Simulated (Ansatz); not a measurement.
Species: C2H6O, SMILES `COC` with one electron removed (charge 1, multiplicity 2), formula C$_{2}$H$_{6}$O.

Question: How many basis functions does frozen-core CCSD(T)/cc-pVTZ // B3LYP-D3(BJ)/def2-SVP (Ansatz, a first-principles code) use, how many core orbitals are frozen, and how many electrons are correlated?

Answer: 174 basis functions and 3 frozen orbitals, which leaves 19 correlated electrons. Core time is of the order of minutes.
